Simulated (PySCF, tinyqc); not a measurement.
Inside a calculation. Method: RKS/PBE0 in the sto-3g basis, for CH+, spin multiplicity 1. The lowest restricted solution is unstable here: a spin-polarised one lies 0.0071 hartree lower (PySCF). One step of it, computed by the program tinyqc.

Question. Iteration 1: building the Kohn-Sham matrix. J_ij = sum D_kl (ij|kl), K_ij = sum D_kl (ik|jl); F = H + J - 0.125 K + V_xc; E = tr D H + tr D J / 2 - 0.0625 tr D K + E_xc + E_nn.

D at the start:
```
            1C 1s      1C 2s    1C 2px    1C 2py     1C 2pz      2H 1s
1C 1s    0.007094  -0.079728  0.000000  0.000000  -0.067396   0.170095
1C 2s   -0.079728   0.895991  0.000000  0.000000   0.757408  -1.911547
1C 2px   0.000000   0.000000  2.000000  0.000000   0.000000   0.000000
1C 2py   0.000000   0.000000  0.000000  2.000000   0.000000   0.000000
1C 2pz  -0.067396   0.757408  0.000000  0.000000   0.640259  -1.615887
2H 1s    0.170095  -1.911547  0.000000  0.000000  -1.615887   4.078177
```

core Hamiltonian H = T + V (hartree):
```
             1C 1s      1C 2s     1C 2px     1C 2py     1C 2pz      2H 1s
1C 1s   -18.278899  -4.406592   0.000000   0.000000  -0.019227  -1.305511
1C 2s    -4.406592  -5.215218   0.000000   0.000000  -0.188957  -2.532680
1C 2px    0.000000   0.000000  -4.120683   0.000000   0.000000   0.000000
1C 2py    0.000000   0.000000   0.000000  -4.120683   0.000000   0.000000
1C 2pz   -0.019227  -0.188957   0.000000   0.000000  -4.263358  -2.032951
2H 1s    -1.305511  -2.532680   0.000000   0.000000  -2.032951  -3.483123
```

Two-electron integrals (ij|kl) in chemists' order, unique and non-zero (hartree):
```
(11|11) 3.541948   (21|11) 0.576921   (21|21) 0.111888   (22|11) 0.854682
(22|21) 0.205284   (22|22) 0.624709   (31|31) 0.020296   (32|31) 0.030858
(32|32) 0.137996   (33|11) 0.852436   (33|21) 0.205335   (33|22) 0.624568
(33|33) 0.672833   (41|41) 0.020296   (42|41) 0.030858   (42|42) 0.137996
(43|43) 0.036269   (44|11) 0.852436   (44|21) 0.205335   (44|22) 0.624568
(44|33) 0.600295   (44|44) 0.672833   (51|51) 0.020296   (52|51) 0.030858
(52|52) 0.137996   (53|53) 0.036269   (54|54) 0.036269   (55|11) 0.852436
(55|21) 0.205335   (55|22) 0.624568   (55|33) 0.600295   (55|44) 0.600295
(55|55) 0.672833   (61|11) 0.171032   (61|21) 0.032922   (61|22) 0.060133
(61|33) 0.059929   (61|44) 0.059929   (61|51) 0.002030   (61|52) 0.003736
(61|55) 0.060560   (61|61) 0.009909   (62|11) 0.368519   (62|21) 0.089491
(62|22) 0.294858   (62|33) 0.288214   (62|44) 0.288214   (62|51) 0.008491
(62|52) 0.055769   (62|55) 0.307884   (62|61) 0.027374   (62|62) 0.175141
(63|31) 0.009604   (63|32) 0.049011   (63|53) 0.011248   (63|63) 0.022960
(64|41) 0.009604   (64|42) 0.049011   (64|54) 0.011248   (64|64) 0.022960
(65|11) 0.298154   (65|21) 0.073411   (65|22) 0.256514   (65|33) 0.243487
(65|44) 0.243487   (65|51) 0.015739   (65|52) 0.094532   (65|55) 0.282302
(65|61) 0.023635   (65|62) 0.181354   (65|65) 0.207393   (66|11) 0.501743
(66|21) 0.123942   (66|22) 0.459955   (66|33) 0.435469   (66|44) 0.435469
(66|51) 0.015925   (66|52) 0.135746   (66|55) 0.508447   (66|61) 0.038613
(66|62) 0.332883   (66|65) 0.382551   (66|66) 0.774606
```

nuclear repulsion = 3.10367866 hartree

V_xc (hartree):
```
            1C 1s      1C 2s     1C 2px     1C 2py     1C 2pz      2H 1s
1C 1s   -0.403116  -0.122640   0.000000   0.000000   0.001288  -0.034908
1C 2s   -0.122640  -0.398883   0.000000   0.000000  -0.019965  -0.203655
1C 2px   0.000000   0.000000  -0.427407   0.000000   0.000000   0.000000
1C 2py   0.000000   0.000000   0.000000  -0.427407   0.000000   0.000000
1C 2pz   0.001288  -0.019965   0.000000   0.000000  -0.349908  -0.190340
2H 1s   -0.034908  -0.203655   0.000000   0.000000  -0.190340  -0.420137
```

E_xc = sum of w rho eps_xc = -2.04352668 hartree

Give: Coulomb J; exchange K; Kohn-Sham matrix F; total energy of this density.

Answer.

Coulomb J (hartree):
```
        1C 1s  1C 2s  1C 2px  1C 2py  1C 2pz  2H 1s
1C 1s   4.386  1.060   0.000   0.000   0.026  0.314
1C 2s   1.060  3.371   0.000   0.000   0.241  1.797
1C 2px  0.000  0.000   3.371   0.000   0.000  0.000
1C 2py  0.000  0.000   0.000   3.371   0.000  0.000
1C 2pz  0.026  0.241   0.000   0.000   3.370  1.721
2H 1s   0.314  1.797   0.000   0.000   1.721  3.330
```

exchange K (hartree):
```
         1C 1s  1C 2s  1C 2px  1C 2py  1C 2pz  2H 1s
1C 1s    0.094  0.128   0.000   0.000  -0.003  0.031
1C 2s    0.128  0.605   0.000   0.000   0.068  0.397
1C 2px   0.000  0.000   1.433   0.000   0.000  0.000
1C 2py   0.000  0.000   0.000   1.433   0.000  0.000
1C 2pz  -0.003  0.068   0.000   0.000   0.272  0.378
2H 1s    0.031  0.397   0.000   0.000   0.378  1.312
```

Kohn-Sham matrix F (hartree):
```
          1C 1s   1C 2s  1C 2px  1C 2py  1C 2pz   2H 1s
1C 1s   -14.307  -3.485   0.000   0.000   0.009  -1.031
1C 2s    -3.485  -2.319   0.000   0.000   0.024  -0.989
1C 2px    0.000   0.000  -1.356   0.000   0.000   0.000
1C 2py    0.000   0.000   0.000  -1.356   0.000   0.000
1C 2pz    0.009   0.024   0.000   0.000  -1.278  -0.550
2H 1s    -1.031  -0.989   0.000   0.000  -0.550  -0.737
```

total energy of this density = -11.43305 hartree

This density is the starting one.
